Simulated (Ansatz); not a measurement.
Geometry optimisation, Ansatz 0.2.0, RKS B3LYP/def2-SVP.

input.yaml

```yaml
crystal:
  periodic: [false, false, false]
  atoms:
    - { symbol: B, position_ang: [-0.283478, -1.928198, -0.278481] }
    - { symbol: H, position_ang: [0.785768, -1.712607, -0.720246] }
    - { symbol: H, position_ang: [-1.252384, -1.447951, -0.80806] }
    - { symbol: H, position_ang: [-0.398679, -2.665813, 0.663831] }
    - { symbol: H, position_ang: [1.128743, -0.01112, 0.113758] }
    - { symbol: O, position_ang: [0.633679, 0.479849, 0.785137] }
    - { symbol: C, position_ang: [-0.015608, 1.587474, 0.179755] }
    - { symbol: H, position_ang: [0.312323, 2.523923, 0.6631] }
    - { symbol: H, position_ang: [0.199044, 1.667319, -0.899598] }
    - { symbol: H, position_ang: [-1.10921, 1.507225, 0.300804] }
basis:
  gaussian: { orbitals: def2-SVP }
hamiltonian:
  xc: b3lyp
relax:
  f_tol: 0.03
  max_steps: 50
```

Run as:

```bash
$ ansatz run input.yaml --threads 2 --pin off --max-ram 3072MiB --backend cpu --events-out ev --progress --plain --runs-dir out
```

**Question.** Where does it end, and by what steps?

**Answer.** The forces met the threshold. The force dipped under the threshold on the way, but the program's further checks kept it going. After 13 steps the energy has fallen by 0.783 eV; H2 moved furthest, 0.83 Å. Joined: B1–O6.

| step | energy less start (eV) | largest force component (eV/Å) | accepted |
| --- | --- | --- | --- |
| 0 | 0.0000 | 0.699 | yes |
| 1 | -0.1274 | 0.746 | yes |
| 2 | -0.2702 | 1.352 | yes |
| 3 | -0.4631 | 1.740 | yes |
| 4 | -0.5837 | 1.858 | yes |
| 5 | -0.7014 | 0.322 | yes |
| 6 | -0.7254 | 0.233 | yes |
| 7 | -0.7289 | 0.869 | yes |
| 8 | -0.7607 | 0.133 | yes |
| 9 | -0.7654 | 0.345 | yes |
| 10 | -0.7783 | 0.130 | yes |
| 11 | -0.7816 | 0.025 | yes |
| 12 | -0.7824 | 0.041 | yes |
| 13 | -0.7825 | 0.017 | yes |

```xyz
10
Properties=species:S:1:pos:R:3
B -0.217 -1.342 -0.168
H 0.344 -1.245 -1.250
H -1.430 -1.255 -0.212
H 0.216 -2.222 0.554
H 1.174 -0.053 0.875
O 0.236 0.035 0.651
C -0.018 1.291 0.006
H 0.305 2.111 0.663
H 0.493 1.340 -0.968
H -1.102 1.342 -0.152
```

Run time: 17 s on 2 threads of Intel(R) Xeon(R) Platinum 8375C CPU @ 2.90GHz (Ice Lake), on a shared host, peak memory 0.16 GiB.
